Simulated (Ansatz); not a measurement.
CCSD(T) against full CI for several species

Each species is computed at the geometry given (Å), with frozen cores, in Ansatz 0.2.0: RHF-CCSD(T) for singlets, UHF-CCSD(T) otherwise, and full CI in the same basis. The program picks the determinant by trial CCSD, so it needn't be the lowest Hartree–Fock solution. States: H2B–Al A1, B–NH2 A1, N2 Σg⁺ or Δg, Al2 Πu. Cases whose determinant has another symmetry than full CI's state, or whose (Q) step broke down, weren't drawn.

**Question.** Judging by size, spin and bonding, rank them by the size of CCSD(T)'s error in total energy against full CI in the same basis, smallest first (an estimate).
A. H2B–Al, singlet, 6-31G: B 0.000 0.000 1.638; Al 0.000 0.000 -0.828; H 0.000 1.005 2.304; H 0.000 -1.005 2.304
B. Al$_{2}$, triplet, cc-pVTZ: Al 0.000 0.000 0.000; Al 0.000 0.000 3.031
C. N2, singlet, cc-pVDZ: N 0.000 0.000 0.000; N 0.000 0.000 1.089
D. B–NH₂, singlet, 6-31G: B 0.000 0.000 0.860; N 0.000 0.000 -0.512; H 0.000 0.851 -1.058; H 0.000 -0.851 -1.058

**Answer.** A (19.5 meV), D (26.2 meV), C (45.8 meV), B (63.1 meV).

```tsv
species	basis	correlated electrons	CCSD(T) − full CI (meV)	CCSDT(Q) − full CI (meV)	unpaired electrons (full CI)	T1	⟨S²⟩ of the determinant
H2B–Al, singlet	6-31G	8	19.5	1.3	0.10	0.013	0.00
B–NH2, singlet	6-31G	10	26.2	0.5	0.10	0.016	0.00
N2, singlet	cc-pVDZ	10	45.8	-0.7	0.10	0.011	0.00
Al2, triplet	cc-pVTZ	6	63.1	1.5	2.15	0.026	2.04
```

Unpaired electrons are Σ n²(2−n)² over natural occupations; an open shell counts its own unpaired electrons too. Frozen cores follow each run's orbitals, which moves totals by a few meV.
